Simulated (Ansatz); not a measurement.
Compare A (`C/C=C/CC`) with its isomer B (`C=CCCC`).

Isolated molecules relaxed with PBE0-D4/def2-TZVP in Ansatz; ΔE leaves out vibrations. CCSD(T)/CBS is the MP2 limit (def2-TZVPP, def2-QZVPP) plus CCSD(T) − MP2 in def2-TZVPP, frozen cores. Functionals use def2-TZVPP. B3LYP here is the variant with VWN-RPA as its local correlation; programs differ in this. Each species was taken in one conformer, which may not be the lowest.

**Question.** Which is lower in electronic energy at CCSD(T)/CBS, and by how much? (Estimate.)

**Answer.** Computed: A, by 2.0 kcal/mol.

**Question.** Give E(B) − E(A) in kcal/mol with MP2/def2-TZVPP, LDA (SPW92), BLYP-D4, PBE0-D4, CCSD(T)/def2-TZVPP, B3LYP-D4, B3LYP. (Estimate.)

**Answer.** The calculation gave: MP2/def2-TZVPP 2.4, LDA (SPW92) 3.4, BLYP-D4 2.9, PBE0-D4 2.9, CCSD(T)/def2-TZVPP 2.1, B3LYP-D4 2.8, B3LYP 2.9. None reverses the order clearly.

Largest T1 diagnostic: 0.009.

Leaving LDA and LC-ωPBE aside and taking each functional with its dispersion term where it has one, the values, not all of them listed here, spread over 0.8 kcal/mol, from ωB97M-V to PBE-D4.
